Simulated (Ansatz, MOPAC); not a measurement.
Molecule: C$_{4}$H$_{4}$N, charge 0, multiplicity 2. SMILES: C1=C[N]C=C1

Atoms: N1, C2, C3, C4, C5, H6, H7, H8, H9. Bonds: N1-C2, N1-C3, C2-C4, C2-H6, C3-C5, C3-H7, C4-C5, C4-H8, C5-H9.

Bond lengths (Å) and angles (degrees) optimised at AM1 with MOPAC; PM3 with MOPAC; MNDO with MOPAC; HF/3-21G with Ansatz (a program for electronic structure); B3LYP/LANL2DZ with Ansatz; MP2/6-31G* with Ansatz, each started from the B3LYP-D3(BJ)/def2-TZVP structure (Ansatz) of the last column. A row stands for all coordinates that are equal there; 8 of 12 kinds are shown. 6-31G* holds six Cartesian d functions. At HF/3-21G the structure is a saddle point. No wavenumbers were computed at MNDO, B3LYP/LANL2DZ, MP2/6-31G*, so these may be saddle points.

```
coordinate             AM1             PM3            MNDO  HF/3-21G  B3LYP/LANL2DZ  MP2/6-31G*  B3LYP-D3(BJ)/def2-TZVP
----------  --------------  --------------  --------------  --------  -------------  ----------  ----------------------
N1-C2       1.350 to 1.385  1.329 to 1.421  1.343 to 1.396     1.354          1.370       1.338                   1.342
C2-C4       1.471 to 1.501  1.432 to 1.487  1.451 to 1.496     1.479          1.478       1.446                   1.457
C2-H6                1.091           1.089           1.084     1.066          1.084       1.086                   1.082
C4-C5                1.374           1.381           1.389     1.338          1.378       1.374                   1.358
C4-H8                1.086           1.087           1.079     1.066          1.081       1.082                   1.078
C2-N1-C3             106.2           108.0           106.4     106.3          105.0       104.0                   104.9
N1-C2-C4             111.0  108.9 to 109.5           110.9     110.6          111.9       113.3                   112.2
C2-C4-C5    105.6 to 106.2  106.4 to 107.2  105.5 to 106.2     106.3          105.6       104.7                   105.3
```

A range marks coordinates that this level makes unequal.

Mean signed difference of all 9 bond lengths from B3LYP-D3(BJ)/def2-TZVP: AM1 0.018 Å, PM3 0.014 Å, MNDO 0.014 Å, HF/3-21G -0.001 Å, B3LYP/LANL2DZ 0.015 Å, MP2/6-31G* 0.001 Å.
